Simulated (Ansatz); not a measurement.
## Ansatz (development build ahead of 0.2.0) run

```yaml
crystal:
  periodic: [false, false, false]
  atoms:
    - { symbol: C, position_ang: [0.04717, -0.03595, -0.68976] }
    - { symbol: O, position_ang: [0.05236, -0.10766, 0.62425] }
    - { symbol: H, position_ang: [-0.00437, 0.80684, 1.05313] }
    - { symbol: H, position_ang: [0.05548, -0.98556, -1.091] }
    - { symbol: H, position_ang: [-0.38906, 0.83731, -1.25226] }
basis:
  gaussian: { orbitals: def2-SVP }
magnetization:
  spin_polarized: true
  initial_magnetization: 1
hamiltonian:
  xc: hf
correlation:
  method: mp2
  frozen_orbitals: { C: 1, H: 0, O: 1 }
```

The input is written out in the form of the current development build from the run's settings.

The run gave:

- Converged: yes
- Reference energy: -114.31844 hartree
- Correlation energy: -0.30914 hartree
- Total energy: -114.62758 hartree
- Spin squared of the determinant: 0.760
